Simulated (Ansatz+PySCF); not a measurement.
**singlet H5O2(+): levels of theory in one basis**

```xyz
7

H    -0.0092    0.0039   -0.0244
O     1.2013    0.0443    0.0345
O    -1.1863   -0.0381    0.0400
H     1.6145    0.8017    0.4754
H    -1.5983   -0.7954    0.4705
H     1.7332   -0.2385   -0.7302
H    -1.7411    0.2430   -0.7186
```

Basis set: def2-SVP (spherical functions). Correlated methods keep 2 orbitals frozen. Charge 1, multiplicity 1.

Computed with Ansatz (development build ahead of 0.2.0); each method stands on the lowest determinant of its kind that the runs found.

| method | E − E(RHF) (eV) | <S²> of the determinant |
| --- | --- | --- |
| RHF | 0.00 | 0.00 |
| RHF-MP2 | -11.27 | – |
| RHF-CCSD | -11.76 | – |

**Question.** What does RHF-CCSD(T) give on the same scale?

**Answer.** -11.96 eV.

**Question.** Is a single determinant a sound starting point here?

**Answer.** By this sign, yes. Unrestricted orbitals gain 0.00 eV and <S²> is 0.00 against 0.00 for a pure state.
